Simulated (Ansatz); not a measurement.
Molecule: C3H5 (charge 0, doublet). It need not be the lowest isomer of its formula. 
Structure (B3LYP-D3(BJ)/def2-TZVP (Ansatz, a quantum-chemistry and plane-wave program) minimum search):
SMILES: [CH]1CC1
```xyz
8

C      0.0011     0.8829    -0.0327
C      0.7658    -0.3607     0.0513
C     -0.7666    -0.3587     0.0522
H      0.0017     1.6893    -0.7486
H      1.2944    -0.7185    -0.8271
H      1.2504    -0.6199     0.9873
H     -1.2508    -0.6168     0.9889
H     -1.2972    -0.7153    -0.8255
```
Charge 0, spin multiplicity 2.

Basis-set convergence of Hartree-Fock and MP2 correlation energies (hartree) with Ansatz. Valence correlation only, unless marked. Open shells are spin-unrestricted. Spin-orbit coupling is left out. Non-relativistic.

```tsv
basis	functions	E(HF)	E(corr, MP2)
cc-pVDZ	67	-116.42443	-0.38910
cc-pVTZ	160	___	___
```

Complete the blanks.


- cc-pVTZ, E(HF): -116.45667
- cc-pVTZ, E(corr, MP2): -0.47729
